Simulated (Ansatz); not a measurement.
**How far each method lies from UCCSDT(Q) for Ge₂Cl, quartet**

Geometry: that of the Ge2Cl, doublet, kept fixed. The doublet lies 1.4 eV lower here.

```yaml
atoms:
  - { symbol: Cl, position_ang: [0.0000, -1.6598, 0.0000] }
  - { symbol: Ge, position_ang: [0.0000, 0.4051, 1.2170] }
  - { symbol: Ge, position_ang: [0.0000, 0.4051, -1.2170] }
```

Basis cc-pVDZ; Ansatz 0.2.0. Only valence electrons are correlated (noble-gas cores and the filled d shells of p-block atoms frozen), which leaves 15 electrons in 39 orbitals. R marks a restricted (for open shells ROHF) determinant, U an unrestricted one. Active spaces: valence = (13e, 11o, short of the full valence) chosen from the atoms' valence shells. No spin–orbit coupling is included, and no scalar relativity.

Full CI isn't at hand for all of this; UCCSDT(Q) serves as the reference, and is uncertain by the last step of the cluster series or more. The frozen core follows each run's orbitals, which can shift R against U totals by a few meV for light atoms and by up to 0.1 eV past Ca.

The UHF ⟨S²⟩ is 3.800, the T1 diagnostic (RCCSD) is 0.0220 and the largest doubles amplitude (RCCSD) is 0.050. The T1 diagnostic (UCCSD) is 0.0196.

| level | E − E(UHF) (eV) |
| --- | --- |
| UMP2 | -6.7354 |
| UCCSD | -7.6786 |
| UCCSD(T) | -7.9263 |

(1) Estimate how far UCCSDT(Q) in cc-pVDZ lies from UCCSD(T). The table doesn't fix it; the size of (T) and the diagnostics are the guide.

(1) UCCSDT(Q) in cc-pVDZ lies 2.01 mEh below UCCSD(T), which is 22 % of the (T) step (-9.10 mEh). The diagnostics are small and the rest is a small part of (T), but (T) is large here. The miss exceeds 1 kcal/mol.

The other levels:

```csv
level,E − E(UCCSDT(Q)) (mEh),wall time
UCCSDT,0.79,–
```

Run but not shown, since their state, orbitals or frozen core can't be matched to the reference's or they repeat it: RHF, RMP2, CISD, RCCSD, RCCSD(T), BCCD(T), RCCSDT, RCCSDT(Q), CASSCF (valence space), NEVPT2 (valence space), NEVPT4(SD) (valence space), MRCISD (valence space), MRCISD+Q (valence space).

Natural occupations of CASSCF (valence space) about the gap: 1.967 1.959 1.005 1.002 1.000 0.042 0.035 0.024; effectively unpaired electrons, Σ n²(2−n)², 3.03.
